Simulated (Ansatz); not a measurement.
**SiH (quartet): the correlation ladder at distance Si1–H2 = 1.500 Å, cc-pVQZ**

One table from this session's results is given with a row withheld; the runs are named, their logs left out.

Program: Ansatz 0.2.0, Gaussian basis. Level of theory: cc-pVQZ, core rule «outside noble gas», up to 5 orbitals frozen. These are calculated values, not measurements.

To be run: UHF; CCSD(T) on ROHF; CCSD(T) on UHF; BCCD(T) on ROHF; CCSDT(Q) on ROHF; CCSDT(Q) on UHF; CASSCF and MRCISD+Q, 5 electrons in 5 orbitals; CASSCF and NEVPT2, 5 electrons in 5 orbitals.

10 further runs of the same task are left out: 10 that didn't finish. Runs told in other sessions of the task aren't counted.

### What is computed

The geometry derives from a PBE0/def2-TZVP stationary point (not a proven minimum). One bond is set to the value named and the two fragments are kept rigid.

2 atoms, charge 0, spin multiplicity 4.

Atoms are counted from 1 here; the program's logs count them from 0.

Bond lengths: Si1–H2 1.500 Å.

The first run:

Input file in.yaml:

```yaml
crystal:
  periodic: [false, false, false]
  atoms:
    - {symbol: Si, position_ang: [0.000000, 0.000000, 0.000000]}
    - {symbol: H, position_ang: [0.000000, 0.000000, 1.499536]}
basis:
  gaussian: {orbitals: cc-pVQZ}
magnetization: {spin_polarized: true, initial_magnetization: 3}
hamiltonian: {xc: hf}
output: {orbitals: {seedname: orbitals}}
```

Command:

```
$ ansatz run in.yaml --threads 1 --pin off --events-out ev --progress --plain --max-ram 4096MiB --backend cpu
```

Steps of the session up to this table: UHF; CCSD(T) on ROHF; CCSD(T) on UHF; BCCD(T) on ROHF; CCSDT(Q) on ROHF; CCSDT(Q) on UHF; CASSCF and MRCISD+Q, 5 electrons in 5 orbitals; CASSCF and NEVPT2, 5 electrons in 5 orbitals.

One table of the session follows, with a row left open; its other results are not shown here.

| method | from UCCSDT(Q) (kcal/mol) |
| --- | --- |
| ROHF | +55.36 |
| UHF | +54.68 |
| RMP2 | +13.59 |
| UMP2 | +13.48 |
| RCCSD | +2.68 |
| UCCSD | +2.62 |
| RCCSD(T) | +0.61 |
| UCCSD(T) | ? |
| BCCD(T) | +0.60 |
| RCCSDT | +0.09 |
| UCCSDT | +0.06 |
| RCCSDT(Q) | +0.04 |
| UCCSDT(Q) | 0 |
| CASSCF valence | +44.56 |
| NEVPT2 valence | +13.45 |
| MRCISD valence | +3.20 |
| MRCISD+Q valence | +1.28 |

Estimate the missing values for UCCSD(T).

As computed: from UCCSDT(Q) (kcal/mol): +0.58. In the column «from UCCSDT(Q) (kcal/mol)» it lies between RCCSDT (+0.09) and BCCD(T) (+0.60).

To keep in mind: Restricted and unrestricted rows rest on different reference determinants; a gap between their highest levels can come from leftover correlation error, from unlike frozen cores or from another state.
